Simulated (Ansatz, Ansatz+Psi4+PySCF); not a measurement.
```xyz
3

C     0.0000    0.0000   -0.5118
N     0.0000    0.0000    0.6645
H     0.0000    0.0000   -1.5808
```

Basis set: cc-pVTZ (spherical functions). Left uncorrelated: 2 orbitals. Charge 0, multiplicity 1.

Computed with Ansatz (development build ahead of 0.2.0); each method stands on the lowest determinant of its kind that the runs found. Restricted open shells among the atoms or ions are ROHF, correlated in semicanonical orbitals with singles.

Problem. Give the atomization energy at this shape (free ground-state atoms in the same class of orbitals less the molecule, no zero-point energy) of singlet CHN by RHF-CCSD(T), RHF-MP2.

Solution.

```csv
method,atomization energy
RHF-CCSD(T),13.05 eV
RHF-MP2,13.58 eV
```
